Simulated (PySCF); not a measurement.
`C=O` (formaldehyde). Method: PySCF, PBE0/6-31+G* geometry optimisation, gas phase.

```
atom  x, y, z in Å
C1     0.0228   -0.0022   -0.0180
O2     1.2084   -0.2165   -0.0269
H3    -0.7200   -0.8246   -0.0083
H4    -0.3856    1.0281   -0.0184
```

Problem. What is the longest distance between nuclei?

Solution. O2···H4 and O2···H3, 2.022 Å.

Problem. How far apart are these pairs, which share no bond: H3···H4?

Solution. H3···H4 1.883 Å (2 bonds apart).

Problem. Where is the centre of mass (commonest isotopes), and what is the radius of gyration?

Solution. Mass 30.011 u; centre at (0.616, -0.109, -0.022) Å; Rg = √(Σ m r²/M) = 0.702 Å. As Ia + Ib + Ic = 2 Σ m r², the three principal moments sum to 29.6 u·Å².

Problem. What are the angles H3–C1–H4, O2–C1–H3, O2–C1–H4?

Solution. From the scalar product of the two bond vectors; for H3–C1–H4 it is -0.5440 Å² over 1.1082 × 1.1083 Å², cos θ = -0.4429. H3–C1–H4 116.3°; O2–C1–H3 121.8°; O2–C1–H4 121.9°.

Problem. What is the repulsion energy of the bare nuclei, Σ ZA·ZB/RAB?

Solution. 31.28 Eh over 6 pairs, with full nuclear charges and distances in bohr; the largest single term is 21.08 Eh (C1 with O2).

Whether it is a minimum is left open (no frequencies).
